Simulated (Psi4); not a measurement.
# BPH6 (SMILES [BH3-][PH3+]) at TPSSh/def2-SVPD

Aim: the vertical electron affinity of BPH6 at TPSSh/def2-SVPD, from 2 runs. 

The calculation is run with Psi4 1.11.

1 further run of the same task is left out (set aside as unsound or not needed).

## Step 1: The molecule

BPH6 has 8 atoms, charge 0, and is taken as a singlet. As SMILES, `[BH3-][PH3+]`. The shape is that of a PBE0-D4/def2-TZVP optimisation.

Bond lengths: B1–P2 1.910 Å, B1–H3 1.209 Å, B1–H4 1.209 Å, B1–H5 1.209 Å, P2–H6 1.408 Å, P2–H7 1.409 Å, P2–H8 1.408 Å. Some angles: B1–P2–H6 118.0°, B1–P2–H7 118.1°, B1–P2–H8 118.0°, P2–B1–H3 103.8°, P2–B1–H4 103.8°, P2–B1–H5 103.8°, H6–P2–H7 99.7°, H6–P2–H8 99.7°, H7–P2–H8 99.7°, H3–B1–H4 114.5°.

## Step 2: Energy and forces at TPSSh/def2-SVPD

input.in

```
memory 1600 mb

molecule mol {
  B     -0.556100     0.227200    -0.914000
  P      0.433900    -0.181600     0.667700
  H     -1.693400     0.343100    -0.520100
  H     -0.367800    -0.730200    -1.628000
  H     -0.055500     1.254200    -1.309900
  H      0.418800     0.755700     1.718800
  H      1.823100    -0.380300     0.547100
  H      0.089200    -1.345200     1.382600
  symmetry c1
}

set {
  basis def2-SVPD
  puream true
  e_convergence 1e-09
  d_convergence 1e-08
  scf_type pk
  dft_radial_points 99
  dft_spherical_points 590
}

e, wfn = gradient('tpssh', return_wfn=True)
oeprop(wfn, 'LOWDIN_CHARGES', 'WIBERG_LOWDIN_INDICES', 'QUADRUPOLE')
print_variables()
```

On the command line:

```bash
$ psi4 -i input.in -o input.out -n 1
```

input.out:

```text
[...]
  Running in c1 symmetry.
[...]
  Nuclear repulsion =   59.544517156228110
[...]
  Multiplicity = 1
[...]
  Nalpha       = 13
  Nbeta        = 13
[...]
    Number of basis functions: 92
[...]
   @RKS iter   1:  -369.50723709210229   -1.69980e-01   5.45116e-03 ADIIS/DIIS
[...]
   @RKS iter   9:  -369.69792692739173   -7.36122e-11   7.40178e-09 DIIS
[...]
    Orbital Energies [Eh]
    ---------------------
    Doubly Occupied:
       1A    -76.984785     2A     -6.642882     3A     -6.548753
       4A     -4.703481     5A     -4.703480     6A     -4.699557
       7A     -0.685554     8A     -0.487626     9A     -0.428642
      10A     -0.428622    11A     -0.308304    12A     -0.293133
      13A     -0.293125
[...]
  @RKS Final Energy:  -369.69792692739173
   => Energetics <=
    Nuclear Repulsion Energy =             59.5445171562281104
    One-Electron Energy =                -625.8514083898064655
    Two-Electron Energy =                 223.3028310079708092
    DFT Exchange-Correlation Energy =     -26.6938667017842768
    Empirical Dispersion Energy =           0.0000000000000000
    VV10 Nonlocal Energy =                  0.0000000000000000
    Total Energy =                       -369.6979269273917907
[...]
  -Total Gradient:
     Atom            X                  Y                   Z
    ------   -----------------  -----------------  -----------------
       1        0.002187881901    -0.000932878881     0.003494846495
       2       -0.002183882727     0.000939039081    -0.003458118423
       3        0.003215067036    -0.000384279691    -0.000754857803
       4       -0.000324962512     0.002495262312     0.002202035109
       5       -0.001144741184    -0.002809824593     0.001348351712
       6        0.000033856741    -0.001654134769    -0.001837988511
       7       -0.002390883671     0.000337087579     0.000228406012
       8        0.000606759573     0.002010135009    -0.001225419028
[...]
 Multipole Moments:
 ------------------------------------------------------------------------------------
     Multipole            Electronic (a.u.)      Nuclear  (a.u.)        Total (a.u.)
 ------------------------------------------------------------------------------------
 L = 1.  Multiply by 2.5417464519 to convert [e a0] to [Debye]
 Dipole X            :          1.0732927           -0.2562415            0.8170512
 Dipole Y            :         -0.4435593            0.1061634           -0.3373960
 Dipole Z            :          1.7138162           -0.4084037            1.3054124
 Magnitude           :                                                    1.5765501
 L = 2.  Multiply by 1.3450342976 to convert [e a0^2] to [Debye ang]
 Quadrupole XX       :        -54.7953548           36.7326748          -18.0626800
 Quadrupole XY       :          9.0069848           -8.7008271            0.3061577
[...]
```

Run time: 74 s. Hardware: 1 thread of Intel Xeon Platinum 8259CL at 2.50GHz (Skylake/Cascade Lake), shared host; peak memory 0.94 GiB.

## Step 3: The doublet anion, same level

calc.py

```python
import psi4

psi4.set_memory('1600 MB')
psi4.set_num_threads(1)
psi4.set_output_file('psi4.out', False)

geom = psi4.geometry("""
-1 2
B     -0.556100     0.227200    -0.914000
P      0.433900    -0.181600     0.667700
H     -1.693400     0.343100    -0.520100
H     -0.367800    -0.730200    -1.628000
H     -0.055500     1.254200    -1.309900
H      0.418800     0.755700     1.718800
H      1.823100    -0.380300     0.547100
H      0.089200    -1.345200     1.382600
symmetry c1
""")

options = {'basis': 'def2-SVPD', 'reference': 'uks', 'puream': True, 'e_convergence': 1e-09, 'd_convergence': 1e-08, 'scf_type': 'pk', 'dft_radial_points': 99, 'dft_spherical_points': 590, 'maxiter': 100}
psi4.set_options(options)

result, w = psi4.gradient('tpssh', molecule=geom, return_wfn=True)
psi4.oeprop(w, 'MAYER_INDICES', 'LOWDIN_CHARGES', 'WIBERG_LOWDIN_INDICES')
print('gradient / Eh bohr^-1')
print(result.np.round(6))
print(f'energy = {w.energy():.10f} Eh')
for k, v in sorted(psi4.core.scalar_variables().items()):
    print(f'{k:45s} {v:18.10f}')
```

On the command line:

```bash
$ python calc.py
```

psi4.out:

```text
[...]
  Running in c1 symmetry.
[...]
  Nuclear repulsion =   59.544517156228110
[...]
  Multiplicity = 2
[...]
  Nalpha       = 14
  Nbeta        = 13
[...]
    Number of basis functions: 92
[...]
   @UKS iter   1:  -369.21312936831293    1.24128e-01   7.41111e-03 ADIIS/DIIS
[...]
   @UKS iter  14:  -369.64256965078664   -4.43379e-12   8.08162e-09 DIIS
[...]
   @S^2 Observed:                7.506077506E-01
[...]
    Orbital Energies [Eh]
    ---------------------
    Alpha Occupied:
       1A    -76.799903     2A     -6.480745     3A     -6.366252
       4A     -4.520943     5A     -4.520943     6A     -4.516615
       7A     -0.511048     8A     -0.324740     9A     -0.253824
      10A     -0.253807    11A     -0.146173    12A     -0.134481
      13A     -0.134473    14A      0.105461
    Alpha Virtual:
      15A      0.149517    16A      0.161980    17A      0.161986
      18A      0.215328    19A      0.218247    20A      0.218261
      21A      0.242302    22A      0.242321    23A      0.258739
      24A      0.275659    25A      0.275667    26A      0.299930
[...]
  @UKS Final Energy:  -369.64256965078664
   => Energetics <=
    Nuclear Repulsion Energy =             59.5445171562281104
    One-Electron Energy =                -630.2886710657199956
    Two-Electron Energy =                 227.9024203179458823
    DFT Exchange-Correlation Energy =     -26.8008360592407016
    Empirical Dispersion Energy =           0.0000000000000000
    VV10 Nonlocal Energy =                  0.0000000000000000
    Total Energy =                       -369.6425696507866405
[...]
 Multipole Moments:
 ------------------------------------------------------------------------------------
     Multipole            Electronic (a.u.)      Nuclear  (a.u.)        Total (a.u.)
 ------------------------------------------------------------------------------------
 L = 1.  Multiply by 2.5417464519 to convert [e a0] to [Debye]
 Dipole X            :          1.2199998           -0.2562415            0.9637583
 Dipole Y            :         -0.5040596            0.1061634           -0.3978963
 Dipole Z            :          1.9482283           -0.4084037            1.5398246
 Magnitude           :                                                    1.8596266
[...]
  -Total Gradient:
     Atom            X                  Y                   Z
    ------   -----------------  -----------------  -----------------
       1       -0.000050681652    -0.000006284389    -0.000076733016
       2       -0.001498549032     0.000661860506    -0.002335472328
       3        0.002720929692    -0.000685930851     0.001611636890
       4        0.001074771031     0.000658344797     0.002984802142
       5        0.000700803229    -0.001809514737     0.002587226097
       6        0.002450128281    -0.009987470261    -0.006443450219
       7       -0.011010961590     0.000952800003     0.004845022947
       8        0.005612796354     0.010216884508    -0.003175446148
[...]
```

On the terminal:

```text
gradient / Eh bohr^-1
[[-5.1000e-05 -6.0000e-06 -7.7000e-05]
 [-1.4990e-03  6.6200e-04 -2.3350e-03]
 [ 2.7210e-03 -6.8600e-04  1.6120e-03]
 [ 1.0750e-03  6.5800e-04  2.9850e-03]
 [ 7.0100e-04 -1.8100e-03  2.5870e-03]
 [ 2.4500e-03 -9.9870e-03 -6.4430e-03]
 [-1.1011e-02  9.5300e-04  4.8450e-03]
 [ 5.6130e-03  1.0217e-02 -3.1750e-03]]
energy = -369.6425696508 Eh
CURRENT ENERGY                                   -369.6425696508
CURRENT REFERENCE ENERGY                         -369.6425696508
DD SOLVATION ENERGY                                 0.0000000000
DFT FUNCTIONAL TOTAL ENERGY                      -369.6425696508
DFT TOTAL ENERGY                                 -369.6425696508
DFT VV10 ENERGY                                     0.0000000000
DFT XC ENERGY                                     -26.8008360592
GRID ELECTRONS ALPHA                               13.9999976784
GRID ELECTRONS BETA                                13.0000000155
GRID ELECTRONS TOTAL                               26.9999976939
NUCLEAR REPULSION ENERGY                           59.5445171562
ONE-ELECTRON ENERGY                              -630.2886710657
PCM POLARIZATION ENERGY                             0.0000000000
PE ENERGY                                           0.0000000000
SCF ITERATION ENERGY                             -369.6425696508
SCF ITERATIONS                                     14.0000000000
SCF TOTAL ENERGY                                 -369.6425696508
TWO-ELECTRON ENERGY                               227.9024203179
XC GRID RADIAL POINTS                              99.0000000000
XC GRID SPHERICAL POINTS                          590.0000000000
XC GRID TOTAL POINTS                           447216.0000000000
```

It took 3.1 min on 1 thread of Intel Xeon Platinum 8259CL at 2.50GHz (Skylake/Cascade Lake), shared host; peak memory 0.94 GiB.

## Step 4: Outcome

At TPSSh/def2-SVPD:

```
                                         quantity          value
                       singlet BPH6: total energy  -369.69793 Eh
                      singlet BPH6: dipole moment         4.01 D
                        singlet BPH6: HOMO energy       -7.98 eV
                        singlet BPH6: LUMO energy       -0.06 eV
                      singlet BPH6: HOMO–LUMO gap        7.91 eV
           singlet BPH6: largest force on an atom     0.217 eV/Å
                      doublet anion: total energy  -369.64257 Eh
doublet anion: HOMO energy (highest over α and β)        2.87 eV
 doublet anion: LUMO energy (lowest over α and β)        3.72 eV
                              doublet anion: ⟨S²⟩          0.751
          doublet anion: largest force on an atom     0.624 eV/Å
vertical electron affinity (to the doublet anion)      -1.506 eV
```

What this shows: The anion lies 1.51 eV (35 kcal/mol) above the neutral: the electron isn't bound at this level, and such a value depends on the basis. The HOMO (doublet anion) lies at positive energy, 2.87 eV; only total energies tell whether the electron is bound.
